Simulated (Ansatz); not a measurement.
System: rock-salt TiN. Method: PBEsol (PAW; Ansatz, an electronic-structure program).

Settings: plane-wave cutoff 500 eV, 10×16×1 k mesh (along the axes of the cell as run), Fermi–Dirac smearing 0.05 eV, scalar-relativistic PAW data made under PBE.

Task: What does this level give for the surface energy of the (110) face and work function of the (110) face?

Result: 
* **surface energy of the (110) face**: 3.02 J/m²
* **work function of the (110) face**: 3.19 eV

The slab of 24 atoms is relaxed and unreconstructed.

The computed numbers hold no vibrational or temperature effects.
